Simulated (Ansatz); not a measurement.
Molecule: C$_{4}$H$_{5}$, charge -1, multiplicity 1. It need not be the lowest isomer of its formula. Whether it binds its extra electron was not tested at this geometry. 
Geometry from a B3LYP-D3(BJ)/def2-TZVP (Ansatz, a quantum-chemistry and plane-wave program) optimisation:
```xyz
9

C      0.0023     1.2032     0.4449
C     -0.0032    -1.1066     0.3211
C      0.7543     0.0506    -0.2564
C     -0.7532     0.0543    -0.2588
H      0.0055     2.0751    -0.2495
H     -0.0052    -1.2129     1.4133
H     -0.0047    -2.0435    -0.2387
H      1.2672    -0.0171    -1.2129
H     -1.2634    -0.0108    -1.2168
```
Charge -1, spin multiplicity 1.

Task: Give the harmonic wavenumbers at B3LYP-D3(BJ)/def2-TZVP (Ansatz, finite differences of forces, unscaled).

Result: 418, 495, 538, 810, 861, 884, 937, 986, 1030, 1087, 1109, 1160, 1184, 1244, 1284, 1455, 2785, 2947, 3060, 3069, 3093 cm⁻¹. Zero-point energy 43.5 kcal/mol.

Task: From these and the geometry, give the ideal-gas thermochemistry at 298.15 K and 1 atm (rigid rotor, harmonic oscillator).

Result: Point group Cs, rotational symmetry number 1. Rotational constants 18.61, 9.636, 8.559 GHz. S(trans) 37.83, S(rot) 22.86, S(vib) 3.25, S(elec, spin only) 0.00, S 63.9 cal/(mol K). H(298) - H(0) 3.09 kcal/mol; G - E(el) 27.5 kcal/mol.
